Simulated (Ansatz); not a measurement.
# SiH3+ (triplet): wave-function methods side by side at scale of all distances = 1.529, cc-pVDZ

Aim: climb from Hartree-Fock through coupled cluster and multireference methods for SiH3+ (triplet) at one geometry and basis, and see what each rung misses.

Method: cc-pVDZ, core rule «outside noble gas», up to 5 orbitals frozen; program: Ansatz 0.2.0, Gaussian basis.

The runs, in order: UHF; CCSD(T) on ROHF; CCSD(T) on UHF; BCCD(T) on ROHF; CISD; CCSDT(Q) on ROHF; CCSDT(Q) on UHF; CASSCF and MRCISD+Q, 4 electrons in 4 orbitals; CASSCF and NEVPT2, 4 electrons in 4 orbitals; CASSCF and MRCISD+Q, 6 electrons in 7 orbitals; CASSCF and NEVPT2, 6 electrons in 7 orbitals; Full CI.

13 further runs of the same task are left out: 10 that didn't finish, 3 set aside as unsound or not needed.

### Step 1. The system

The geometry derives from a PBE0/def2-TZVP stationary point (not a proven minimum). All distances are scaled together.

4 atoms, charge 1, spin multiplicity 3.

Atoms are counted from 1 here; the program's logs count them from 0.

No contacts short enough for the rule that draws bonds.

### Step 2. UHF

Input file in.yaml:

```yaml
crystal:
  periodic: [false, false, false]
  atoms:
    - {symbol: Si, position_ang: [0.000000, 0.103437, -0.120350]}
    - {symbol: H, position_ang: [0.000000, -1.873785, -1.259045]}
    - {symbol: H, position_ang: [0.671722, -0.504206, 2.306255]}
    - {symbol: H, position_ang: [-0.671722, -0.504206, 2.306255]}
basis:
  gaussian: {orbitals: cc-pVDZ}
total_charge: 1
magnetization: {spin_polarized: true, initial_magnetization: 2}
hamiltonian: {xc: hf}
output: {orbitals: {seedname: orbitals}}
```

Run with:

```bash
$ ansatz run in.yaml --threads 1 --pin off --events-out ev --progress --plain --max-ram 2393MiB
```

The runs that follow: CCSD(T) on ROHF; CCSD(T) on UHF; BCCD(T) on ROHF; CISD; CCSDT(Q) on ROHF; CCSDT(Q) on UHF; CASSCF and MRCISD+Q, 4 electrons in 4 orbitals; CASSCF and NEVPT2, 4 electrons in 4 orbitals; CASSCF and MRCISD+Q, 6 electrons in 7 orbitals; CASSCF and NEVPT2, 6 electrons in 7 orbitals; Full CI.

Q: Predict the results of all the runs planned. Wanted: FCI below the RHF energy; RMP2 from FCI; UMP2 from FCI; RCCSD from FCI; RCCSD(T) from FCI; UCCSD(T) from FCI; RCCSDT(Q) from FCI; UCCSDT(Q) from FCI; NEVPT2 pair from FCI.

As calculated:

| quantity | value |
| --- | --- |
| FCI below the RHF energy | -3.1561 eV |
| RMP2 from FCI | +1023.1 meV |
| UMP2 from FCI | +1017.5 meV |
| RCCSD from FCI | +73.8 meV |
| RCCSD(T) from FCI | +22.4 meV |
| UCCSD(T) from FCI | +22.4 meV |
| RCCSDT(Q) from FCI | +0.5 meV |
| UCCSDT(Q) from FCI | +0.4 meV |
| NEVPT2 pair from FCI | +716.7 meV |
| MRCISD+Q pair from FCI | -43.2 meV |
| NEVPT2 valence from FCI | +403.2 meV |
| levels within 1 kcal/mol (43 meV) | RCCSD(T), UCCSD(T), BCCD(T), RCCSDT, UCCSDT, RCCSDT(Q), UCCSDT(Q), MRCISD+Q pair, MRCISD+Q valence |
| T1 diagnostic | 0.035 |
| effectively unpaired electrons | 2.13 |

**Reading.** RCCSD(T) lands +22.4 meV from the yardstick (0.7 % of the correlation energy). MRCISD+Q pair falls below full CI: the +Q correction isn't variational, and the cores differ from full CI's. One determinant dominates. Of the multireference levels listed MRCISD+Q valence comes nearest in total energy (+32.9 meV), which doesn't show that its space is the better one. Coupled cluster took another determinant than the lowest Hartree-Fock one. These misses are within one basis, not against nature; the frozen cores of restricted and unrestricted runs differ, which can shift their rows.
